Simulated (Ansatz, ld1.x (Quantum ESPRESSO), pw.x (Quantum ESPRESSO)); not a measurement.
tantalum: one change to the RRKJ potential, in the atom and in the bcc crystal

ld1.x (Quantum ESPRESSO) 7.5 input, shortened:

```
&input
   title='Ta', zed=73., rel=1, dft='PW', iswitch=3,
   config='[Xe] 4f14 5d3 6s2 6p0'
 /
 &inputp
   pseudotype=2, tm=.false., lloc=0,
   nlcc=.false.
 /
3
6P  2  1   0.00   0.00  2.85  2.85  0.0
5D  3  2   3.00   0.00  2.85  2.85  0.0
6S  1  0   2.00   0.00  2.65  2.65  0.0
 &test
   configts(1)='5d3 6s2 6p0'
 /
```

Change: core correction a·sin(br)/r model core inside 2.68 bohr.

Cutoffs, loose and tight: the cutoffs (Ry, on a coarse ladder) from which the occupation-weighted sum of valence levels, in a spherical-Bessel basis at the reference potential, stays within 10 and 1 mRy of its value at 400 Ry. They do not see the model core or the augmentation charge, which bear on the density cutoff. Test errors are all-electron minus pseudo excitation energies from the reference, over the configurations 5d3 6s1 6p0; 5d3 6s0 6p0; 5d2 6s0 6p0; 5d2 6s2 6p0; 5d4 6s0 6p0; 5d3 6s0 6p2; 5d3.5 6s1.5 6p0 (two spin-polarised tests are not counted in the largest error); variants that change the core or the reference have their own tests.

Crystal test: bcc Ta in pw.x 7.5, no spin, 14³ k-points, Fermi–Dirac smearing 0.01 Ry, cutoffs set for each file from its atomic test. The reference is all-electron LAPW (Ansatz 0.2.0) with the same functional, mesh and smearing; V0 and B0 come from Birch–Murnaghan fits to the pressures at five volumes. Errors are pseudo minus all-electron; Δ is the rms difference of the E(V) curves that follow from these fits, minima aligned, over ±6 % about the mean V0. Mesh and smearing are coarse, so the numbers serve the comparison and aren't converged zero-temperature values; the lattice is a test structure that the element need not adopt.

All-electron: a0 = 3.255 Å (V0 = 17.24 Å³/atom), B0 = 217.7 GPa.

Problem. Does the change bring the crystal closer to the all-electron result?

Solution. The mean pressure error goes from -1.65 to +3.94 GPa, so the change moves the solid further from the all-electron pressures.

```json
{"quantity": "outcome (atom)", "base": "generated", "changed": "generated"}
{"quantity": "cutoff, loose (atom)", "base": "18 Ry", "changed": "18 Ry"}
{"quantity": "cutoff, tight (atom)", "base": "21 Ry", "changed": "21 Ry"}
{"quantity": "bound ghosts (atom)", "base": "none", "changed": "none"}
{"quantity": "largest test error (meV) (atom)", "base": "+121", "changed": "-71"}
{"quantity": "cutoffs in pw.x (Ry)", "base": "35/140", "changed": "50/200"}
{"quantity": "a0 (Å)", "base": "3.247", "changed": "3.274"}
{"quantity": "a0 error (%)", "base": "-0.24", "changed": "+0.61"}
{"quantity": "B0 error (%)", "base": "-4.1", "changed": "-4.2"}
{"quantity": "Δ (meV/atom)", "base": "6.1", "changed": "14.6"}
{"quantity": "mean pressure error (GPa)", "base": "-1.65", "changed": "+3.94"}
```

Base: The largest radius (2.85 bohr) exceeds half the bond length (2.66 bohr), so the spheres overlap, which is one possible source of error among others. Changed file: The largest radius (2.85 bohr) exceeds half the bond length (2.66 bohr), so the spheres overlap, which is one possible source of error among others. This is a poor potential for the solid. The atomic cutoffs weigh occupied waves only.
